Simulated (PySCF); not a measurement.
Species: C₄H₅Cl.
Numbering: `[CH2:1]=[C:2]=[CH:3][CH2:4][Cl:5]` (hydrogens: H6, H7 on C1; H8 on C3; H9, H10 on C4)

The same species was optimised twice, with GFN2-xTB and with PBE0-D3(BJ)/def2-SVP (PySCF), and the same property calculations (PySCF, gas phase) were run on both structures.

```json
{"coordinate": "C1–H6 (Å)", "GFN2-xTB": "1.078", "PBE0-D3(BJ)/def2-SVP": "1.095", "change": "+0.017"}
{"coordinate": "C1–H7 (Å)", "GFN2-xTB": "1.078", "PBE0-D3(BJ)/def2-SVP": "1.095", "change": "+0.017"}
{"coordinate": "C3–H8 (Å)", "GFN2-xTB": "1.082", "PBE0-D3(BJ)/def2-SVP": "1.097", "change": "+0.015"}
{"coordinate": "C1=C2 (Å)", "GFN2-xTB": "1.292", "PBE0-D3(BJ)/def2-SVP": "1.307", "change": "+0.015"}
{"coordinate": "C2=C3 (Å)", "GFN2-xTB": "1.300", "PBE0-D3(BJ)/def2-SVP": "1.311", "change": "+0.011"}
{"coordinate": "C4–H9 (Å)", "GFN2-xTB": "1.090", "PBE0-D3(BJ)/def2-SVP": "1.099", "change": "+0.009"}
{"coordinate": "C4–H10 (Å)", "GFN2-xTB": "1.089", "PBE0-D3(BJ)/def2-SVP": "1.097", "change": "+0.008"}
{"coordinate": "C4–Cl5 (Å)", "GFN2-xTB": "1.804", "PBE0-D3(BJ)/def2-SVP": "1.798", "change": "-0.006"}
{"coordinate": "C3–C4 (Å)", "GFN2-xTB": "1.490", "PBE0-D3(BJ)/def2-SVP": "1.492", "change": "+0.002"}
{"coordinate": "H9–C4–H10 (°)", "GFN2-xTB": "110.7", "PBE0-D3(BJ)/def2-SVP": "109.0", "change": "-1.7"}
{"coordinate": "C3–C4–Cl5 (°)", "GFN2-xTB": "110.0", "PBE0-D3(BJ)/def2-SVP": "111.4", "change": "+1.4"}
{"coordinate": "H6–C1–H7 (°)", "GFN2-xTB": "116.5", "PBE0-D3(BJ)/def2-SVP": "117.6", "change": "+1.1"}
{"coordinate": "Cl5–C4–H10 (°)", "GFN2-xTB": "106.6", "PBE0-D3(BJ)/def2-SVP": "107.5", "change": "+0.9"}
{"coordinate": "C4–C3–H8 (°)", "GFN2-xTB": "116.2", "PBE0-D3(BJ)/def2-SVP": "117.1", "change": "+0.9"}
{"coordinate": "C2–C3–H8 (°)", "GFN2-xTB": "120.3", "PBE0-D3(BJ)/def2-SVP": "119.5", "change": "-0.8"}
{"coordinate": "C2–C1–H6 (°)", "GFN2-xTB": "121.6", "PBE0-D3(BJ)/def2-SVP": "121.0", "change": "-0.6"}
{"coordinate": "C1–C2–C3 (°)", "GFN2-xTB": "178.9", "PBE0-D3(BJ)/def2-SVP": "179.5", "change": "+0.6"}
{"coordinate": "C2–C3–C4–Cl5 (°)", "GFN2-xTB": "109", "PBE0-D3(BJ)/def2-SVP": "121", "change": "+12"}
```

Rotational constants: A = 13888, B = 1685, C = 1608 MHz (GFN2-xTB) against A = 16292, B = 1573, C = 1535 MHz (PBE0-D3(BJ)/def2-SVP). Point groups within 0.08 Å: C1 and C1. Atoms that the bonding makes alike are paired by their places after alignment.

On the GFN2-xTB structure: HOMO (eV) -7.76 [PBE0/pcSseg-1]; LUMO (eV) -0.35 [PBE0/pcSseg-1]; dipole (D) 2.21 [PBE0/pcSseg-1]; GIAO shielding of C1 (ppm) 106.5 [PBE0/pcSseg-1]; GIAO shielding of C2 (ppm) -36.1 [PBE0/pcSseg-1]; GIAO shielding of C3 (ppm) 91.8 [PBE0/pcSseg-1]; GIAO shielding of C4 (ppm) 135.6 [PBE0/pcSseg-1]; GIAO shielding of Cl5 (ppm) 808.6 [PBE0/pcSseg-1].

What do these properties become on the PBE0-D3(BJ)/def2-SVP structure?

```json
{"property": "HOMO (eV)", "level": "PBE0/pcSseg-1", "on GFN2-xTB": "-7.76", "on PBE0-D3(BJ)/def2-SVP": "-7.77", "change": "-0.01"}
{"property": "LUMO (eV)", "level": "PBE0/pcSseg-1", "on GFN2-xTB": "-0.35", "on PBE0-D3(BJ)/def2-SVP": "-0.36", "change": "-0.01"}
{"property": "dipole (D)", "level": "PBE0/pcSseg-1", "on GFN2-xTB": "2.21", "on PBE0-D3(BJ)/def2-SVP": "2.22", "change": "+0.01"}
{"property": "energy, GFN2-xTB geometry as zero (kcal/mol)", "level": "PBE0/pcSseg-1", "on GFN2-xTB": "0.0", "on PBE0-D3(BJ)/def2-SVP": "-0.2", "change": "-0.2"}
{"property": "GIAO shielding of C1 (ppm)", "level": "PBE0/pcSseg-1", "on GFN2-xTB": "106.5", "on PBE0-D3(BJ)/def2-SVP": "103.0", "change": "-3.5"}
{"property": "GIAO shielding of C2 (ppm)", "level": "PBE0/pcSseg-1", "on GFN2-xTB": "-36.1", "on PBE0-D3(BJ)/def2-SVP": "-39.2", "change": "-3.1"}
{"property": "GIAO shielding of C3 (ppm)", "level": "PBE0/pcSseg-1", "on GFN2-xTB": "91.8", "on PBE0-D3(BJ)/def2-SVP": "89.0", "change": "-2.8"}
{"property": "GIAO shielding of C4 (ppm)", "level": "PBE0/pcSseg-1", "on GFN2-xTB": "135.6", "on PBE0-D3(BJ)/def2-SVP": "135.3", "change": "-0.3"}
{"property": "GIAO shielding of Cl5 (ppm)", "level": "PBE0/pcSseg-1", "on GFN2-xTB": "808.6", "on PBE0-D3(BJ)/def2-SVP": "822.5", "change": "+13.9"}
```

The heavy atoms differ by 0.095 Å rms after alignment (one structure mirrored). Among all bonds C1–H6 and C1–H7 change most and about equally (+0.017 Å). Changes are differences of the printed values. Neither structure is proved a minimum here.

Conformer computed: `[CH2:1]=[C:2]=[CH:3][CH2:4][Cl:5]`: C2–C3–C4–Cl5 121°.
